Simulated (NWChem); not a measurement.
System: formamide (CH₃NO); SMILES NC=O

Here is an NWChem input.

```
start job
memory heap 200 mb stack 900 mb global 1100 mb
geometry units angstroms noautoz
  N     -0.183819     1.072927     0.000000
  C      0.384396    -0.156690     0.000000
  O     -0.217014    -1.202339     0.000000
  H     -1.193699     1.149871     0.000000
  H      0.375045     1.913893     0.000000
  H      1.501969    -0.100331     0.000000
end
basis spherical
  * library sto-3g
end
dft
  xc xpbe96 cpbe96
  iterations 150
  vectors input atomic output neutral.movecs
end
task dft energy
charge 1
dft
  odft
  mult 2
  vectors input atomic output cation.movecs
end
task dft energy
```

The geometry was optimised at PBE0/def2-SVP.

Ions are spin-unrestricted doublets at the neutral geometry; other ion states weren't tried.

Question: What results follow from this input? (PBE/STO-3G, vertical spin-unrestricted ions.) Quantities: basis functions; vertical ionisation energy, ΔSCF (eV); −ε(HOMO) (eV).

Answer: 
```yaml
number_of_basis_functions: 18
vertical ionisation energy, ΔSCF (eV): 7.57
"−ε(HOMO) (eV)": 1.97
```
